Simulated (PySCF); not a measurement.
Compound: COS.
Structure used (PBE0-D3(BJ)/def2-SVP), in Å, numbered top down from 1:
```xyz
3
COS angstrom
O     -1.2836    0.2527    0.0000
C     -0.1347    0.1207    0.0000
S      1.4184   -0.0630    0.0000
```

Theory: core-valence-separated Tamm–Dancoff BHandHLYP/aug-pcX-1 (def2-SVPD on S) in PySCF, non-relativistic, gas phase, PBE0-D3(BJ)/def2-SVP geometry. The energies are unshifted.

(1) List the oxygen K-edge absorption lines.

(2) Give energies, oscillator strengths and core holes at the C K edge.

## Answers

(1) 
```tsv
E (eV)	f	core hole on	main final orbital	polarisation
531.70	0.0790	O1	LUMO/LUMO+1 (2 roots, f summed)	across the axis
535.21	0.0046	O1	LUMO+2 (84 %)	along the axis
536.98	0.0135	O1	LUMO+3 (69 %)	along the axis
537.46	0.0041	O1	LUMO+4/LUMO+5 (2 roots, f summed)	across the axis
537.78	0.0001	O1	LUMO+6 (93 %)	–
```

The first line with a tenth or more of the strongest one's intensity is at 531.70 eV (f = 0.079, sum of 2), with the hole on O1 (oxygen bonded to C), polarised across the axis: a 1s→π* resonance. It is also the strongest listed.

(2) 
```
E (eV)       f  core hole on                 main final orbital     polarisation
285.38  0.1703            C2    LUMO/LUMO+1 (2 roots, f summed)  across the axis
289.82  0.0009            C2                      LUMO+2 (70 %)                –
291.08  0.0106            C2                      LUMO+3 (37 %)   along the axis
292.37  0.0042            C2  LUMO+4/LUMO+5 (2 roots, f summed)  across the axis
292.62  0.0001            C2                      LUMO+6 (53 %)                –
```

The first line with a tenth or more of the strongest one's intensity is at 285.38 eV (f = 0.170, sum of 2), with the hole on C2 (central carbon of cumulated double bonds), polarised across the axis: a 1s→π* resonance. It is also the strongest listed.

Roots within 0.03 eV whose holes lie on the same, on equivalent or on shared atoms are summed into one line, and the highest roots are left out, as the search may have cut off their partners. Final orbitals are the ground state's empty Kohn–Sham orbitals. A dash: too weak, shared between unlike atoms, or no plane or axis to refer to.

What are the wavelength and the wavenumber of the 531.70 eV line?

λ = 12398.42 eV Å/531.70 eV = 23.318 Å; 4.2884 × 10⁶ cm⁻¹.

The ionisation thresholds weren't computed; near and above them a finite basis only mimics Rydberg series and continuum.
